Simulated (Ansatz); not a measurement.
# AlH4 (doublet): from Hartree-Fock to the top rungs at distance Al1–H4 along a hydrogen transfer = 1.475 Å, 6-31G

How much of the correlation energy of AlH4 (doublet) does each wave-function method recover here?

Computed with Ansatz 0.2.0, Gaussian basis. Level: 6-31G, core rule «outside noble gas», up to 5 orbitals frozen.

To be run: UHF; CCSD(T) on ROHF; CCSD(T) on UHF; BCCD(T) on ROHF; CISD; CCSDT(Q) on ROHF; CCSDT(Q) on UHF; CISDTQ; CCSDTQ on ROHF; CCSDTQ on UHF; CASSCF and MRCISD+Q, 3 electrons in 3 orbitals; CASSCF and NEVPT2, 3 electrons in 3 orbitals; CASSCF and MRCISD+Q, 7 electrons in 8 orbitals; CASSCF and NEVPT2, 7 electrons in 8 orbitals; Full CI.

10 further runs of the same task are left out: 1 for a mislabelled method, 7 that didn't finish, 2 set aside as unsound or not needed.

**1. The geometry**

The geometry derives from fragments relaxed apart (PBE0/def2-TZVP) and kept rigid, so it is no stationary point. A hydrogen atom is moved between rigid fragments.

5 atoms, charge 0, spin multiplicity 2.

Atoms are counted from 1 here; the program's logs count them from 0.

Bond lengths: Al1–H2 1.586 Å, Al1–H3 1.586 Å, Al1–H4 1.475 Å. Angles: H2–Al1–H3 120.0°, H2–Al1–H4 120.0°, H3–Al1–H4 120.0°.

Coordinates:

```xyz
5
charge 0, multiplicity 2
Al   -0.0821    0.0000    0.0000
H    -0.8751    1.3734    0.0000
H    -0.8751   -1.3734    0.0000
H     1.3929    0.0000    0.0000
H     2.5559    0.0000    0.0000
```

**2. UHF**

The input, in.yaml:

```yaml
crystal:
  periodic: [false, false, false]
  atoms:
    - {symbol: Al, position_ang: [-0.082133, 0.000000, 0.000000]}
    - {symbol: H, position_ang: [-0.875057, 1.373384, 0.000000]}
    - {symbol: H, position_ang: [-0.875057, -1.373384, 0.000000]}
    - {symbol: H, position_ang: [1.392867, 0.000000, 0.000000]}
    - {symbol: H, position_ang: [2.555867, 0.000000, 0.000000]}
basis:
  gaussian: {orbitals: 6-31G}
magnetization: {spin_polarized: true, initial_magnetization: 1}
hamiltonian: {xc: hf}
output: {orbitals: {seedname: orbitals}}
```

Run with:

```bash
> ansatz run in.yaml --threads 1 --pin off --events-out ev --progress --plain --max-ram 2393MiB
```

Further steps of the session: CCSD(T) on ROHF; CCSD(T) on UHF; BCCD(T) on ROHF; CISD; CCSDT(Q) on ROHF; CCSDT(Q) on UHF; CISDTQ; CCSDTQ on ROHF; CCSDTQ on UHF; CASSCF and MRCISD+Q, 3 electrons in 3 orbitals; CASSCF and NEVPT2, 3 electrons in 3 orbitals; CASSCF and MRCISD+Q, 7 electrons in 8 orbitals; CASSCF and NEVPT2, 7 electrons in 8 orbitals; Full CI.

**Question.** What will the summary of the whole plan be? Wanted: FCI below the RHF energy; RMP2 from FCI; UMP2 from FCI; RCCSD from FCI; RCCSD(T) from FCI; UCCSD(T) from FCI; RCCSDT(Q) from FCI; UCCSDT(Q) from FCI; NEVPT2 pair from FCI.

The runs gave:

| quantity | value |
| --- | --- |
| FCI below the RHF energy | -1.8086 eV |
| RMP2 from FCI | +552.7 meV |
| UMP2 from FCI | +538.3 meV |
| RCCSD from FCI | +30.7 meV |
| RCCSD(T) from FCI | +11.0 meV |
| UCCSD(T) from FCI | +10.8 meV |
| RCCSDT(Q) from FCI | +0.4 meV |
| UCCSDT(Q) from FCI | +0.3 meV |
| NEVPT2 pair from FCI | +446.5 meV |
| NEVPT2 valence from FCI | +145.9 meV |
| MRCISD+Q valence from FCI | +13.3 meV |
| levels within 1 kcal/mol (43 meV) | RCCSD, UCCSD, RCCSD(T), UCCSD(T), BCCD(T), RCCSDT, UCCSDT, CISDTQ, RCCSDT(Q), UCCSDT(Q), RCCSDTQ, UCCSDTQ, MRCISD valence, MRCISD+Q valence |
| T1 diagnostic | 0.023 |
| effectively unpaired electrons | 1.02 |

RCCSD(T) lands +11.0 meV from the yardstick (0.6 % of the correlation energy). One determinant dominates. Of the multireference levels listed MRCISD+Q valence comes nearest in total energy (+13.3 meV), which doesn't show that its space is the better one. These misses are within one basis, not against nature; the frozen cores of restricted and unrestricted runs differ, which can shift their rows.
